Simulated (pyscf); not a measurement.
**Four-centre exchange: AlH₃ + H₂C=CH₂ → AlH₃ + H₂C=CH₂**

Gas phase, singlet surface, charge 0. Bonds broken: Al1–H7, H2–C5. Bonds formed: Al1–H2, C5–H7. Structures and frequencies: ωB97X-D3(BJ)/def2-SVP in PySCF. Correlated levels are frozen-core, on RHF or UHF. ΔMP2 is the change of the MP2 total energy from the triple- to the quadruple-zeta basis.

Transition state (Å):

```xyz
10

Al    -1.7042    -1.5169    -0.1214
H     -1.7104     0.0572    -0.7788
H     -1.5317    -2.4923    -1.3428
H     -2.4989    -1.5157     1.2344
C     -0.4728     0.3106    -0.4777
C     -0.2456     1.4613     0.2312
H     -0.1749    -0.8019     0.1232
H      0.0303     0.1914    -1.4466
H      0.4224     2.2152    -0.1875
H     -0.7101     1.6516     1.2012
```

One imaginary mode, 1005i cm⁻¹; descent along it reached the two sides named, in the forms told below.

```
bond    change  reactant side (Å)  saddle  product side
------  ------  -----------------  ------  ------------
Al1–H7  breaks              1.593   1.706           3.1
H2–C5   breaks              1.094   1.299           3.2
Al1–H2   forms                3.0   1.706         1.593
C5–H7    forms                3.1   1.299         1.095
```

Electronic energies relative to the separated reactants (kcal/mol):

| level | barrier | reaction energy | reverse barrier |
|---|---|---|---|
| ωB97X-D3(BJ)/def2-TZVP | 46.2 | 0.0 | 46.2 |
| PBE/def2-TZVP | 33.1 | 0.0 | 33.1 |
| r²SCAN/def2-TZVP | 35.3 | 0.0 | 35.3 |
| B3LYP-D3(BJ)/def2-TZVP | 42.4 | 0.0 | 42.4 |
| PBE0-D3(BJ)/def2-TZVP | 37.3 | 0.0 | 37.3 |
| M06-2X/def2-TZVP | 42.8 | 0.0 | 42.8 |
| ωB97M-D3(BJ)/def2-TZVP | 46.5 | 0.0 | 46.5 |
| HF/def2-TZVP | 69.3 | 0.0 | 69.3 |
| MP2/def2-QZVPP | 44.9 | 0.0 | 44.9 |
| CCSD/def2-TZVPP | 51.0 | 0.0 | 51.0 |
| CCSD(T)/def2-TZVPP | 47.0 | 0.0 | 47.0 |
| CCSD(T)/def2-TZVPP + ΔMP2(QZVPP) | 46.2 | 0.0 | 46.2 |

With CCSD(T)/def2-TZVPP + ΔMP2(QZVPP) energies and thermal terms (ideal gas, 1 atm, RRHO with modes under 100 cm⁻¹ raised to 100, one conformer, R ln 2 for chiral ones without a mode under 150 cm⁻¹), in kcal/mol:

```json
[
 {"T (K)": "298", "ΔH‡": "45.8", "ΔG‡": "55.6", "ΔH": "0.0", "ΔG": "0.0"},
 {"T (K)": "600", "ΔH‡": "46.0", "ΔG‡": "65.5", "ΔH": "0.0", "ΔG": "0.0"},
 {"T (K)": "900", "ΔH‡": "46.6", "ΔG‡": "75.1", "ΔH": "0.0", "ΔG": "0.0"},
 {"T (K)": "1200", "ΔH‡": "47.4", "ΔG‡": "84.4", "ΔH": "0.0", "ΔG": "0.0"}
]
```

On the reactant side the descent ends in a bound adduct, 14.5 kcal/mol under the separated species and 60.7 kcal/mol under the saddle at ωB97X-D3(BJ)/def2-TZVP. On the product side the descent ends in a bound adduct (not fully relaxed), 14.5 kcal/mol under the separated species and 60.7 kcal/mol under the saddle at ωB97X-D3(BJ)/def2-TZVP. At the saddle there is also a short Al–C contact that neither side keeps. The same reactants have a lower exit, to H₃C–CH₂–AlH₂ (barrier -0.7 kcal/mol at ωB97M-D3(BJ), against +46.5 kcal/mol here). One saddle was located; it need not be the lowest between these sides. The CCSD(T) − MP2 part came from Ansatz, without density fitting, on the same reference.
